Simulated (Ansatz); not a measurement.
`COC(C)=N` → `[CH2]` (triplet) + `CC(=N)O`  (formal loss of a carbene)

Calculated with Ansatz (gas phase, PBE0-D4/def2-TZVP geometries, no zero-point term in ΔE). CCSD(T)/CBS is the MP2 limit (def2-TZVPP, def2-QZVPP) plus CCSD(T) − MP2 in def2-TZVPP, frozen cores. This one scheme is used for every species. DFT in def2-TZVPP. Triplets are unrestricted, without spin–orbit coupling. Each species was taken in one conformer, which may not be the lowest.

```
        level  ΔE (kcal/mol)
    r2SCAN-D4           88.2
MP2/CBS(def2)           95.6
```

(1) What does CCSD(T)/CBS give? (Best estimate.)

Largest T1 diagnostic among the species: 0.013.

Results:

(1) The calculation gave: +93.4 kcal/mol. The listed levels differ from it by -5.2, 2.2 kcal/mol.

In def2-TZVPP, CCSD(T) changes the Hartree–Fock value by +31.3 kcal/mol (the triples alone add +2.7 kcal/mol) and MP2 by +33.6 kcal/mol. The D4 term adds +2.3 kcal/mol with B3LYP and +1.3 kcal/mol with PBE0; it sums over pairs of atoms, weighted by their polarisabilities, and B3LYP, whose exchange is more repulsive, gets the larger term. From PBE to PBE0 (25 % exact exchange), in def2-TZVPP and without D4, ΔE moves by −2.1 kcal/mol.

B3LYP here is the variant with VWN-RPA as its local correlation; programs differ in this.
